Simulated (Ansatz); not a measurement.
Geometry optimisation, RKS PBE0-D4/def2-SVP in Ansatz.

input.yaml

```yaml
crystal:
  periodic: [false, false, false]
  atoms:
    - { symbol: "N", position_ang: [-0.8625, 0.8076, -0.0816] }
    - { symbol: C, position_ang: [-0.0515, -0.1289, 0.0661] }
    - { symbol: C, position_ang: [0.54181, -1.23556, 0.02165] }
    - { symbol: O, position_ang: [1.08756, -0.36548, 0.77287] }
    - { symbol: H, position_ang: [-1.4324, 0.7809, -0.979] }
    - { symbol: H, position_ang: [-0.5287, 1.7921, 0.0784] }
    - { symbol: H, position_ang: [0.70309, -2.29347, -0.25249] }
basis:
  gaussian: { orbitals: def2-SVP }
hamiltonian:
  xc: pbe0
  dispersion: d4
relax:
  f_tol: 0.015
  max_steps: 40
```

Run as:

```bash
$ ansatz run input.yaml --threads 1 --pin off --max-ram 2048MiB --backend cpu --events-out ev --progress --plain --runs-dir out
```

Task: Where does it end, and by what steps?

Result: It converged. After 17 steps the energy has fallen by 2.250 eV; C3 moved furthest, 0.56 Å. The start is strongly strained (largest force component 9 eV/Å), so its close contacts needn't be bonds. Parted: C3–O4.

```tsv
step	energy less start (eV)	largest force component (eV/Å)	accepted
0	0.0000	8.795	yes
1	-1.2299	3.262	yes
2	-1.5311	1.152	yes
3	-1.7722	1.386	yes
4	-1.9733	2.550	yes
5	-2.0623	1.469	yes
6	-2.1599	0.650	yes
7	-2.2175	0.702	yes
8	-2.2264	0.832	yes
9	-2.1401	1.319	no
10	-2.2298	0.860	yes
11	-2.2335	0.801	yes
12	-2.2482	0.111	yes
13	-2.2488	0.147	yes
14	-2.2482	0.118	no
15	-2.2496	0.099	yes
16	-2.2497	0.053	yes
17	-2.2498	0.008	yes
```

```xyz
7
Properties=species:S:1:pos:R:3
N -0.747 0.785 -0.192
C 0.182 -0.137 0.032
C 0.718 -1.308 -0.500
O 1.090 -0.137 0.900
H -1.390 0.690 -0.965
H -0.717 1.656 0.323
H 0.321 -2.192 0.030
```

Whether the end is a true minimum wasn't checked by a vibrational analysis.

Time of the run: 40 s on 1 thread of Arm Neoverse V1, on a shared host, peak memory 0.14 GiB.
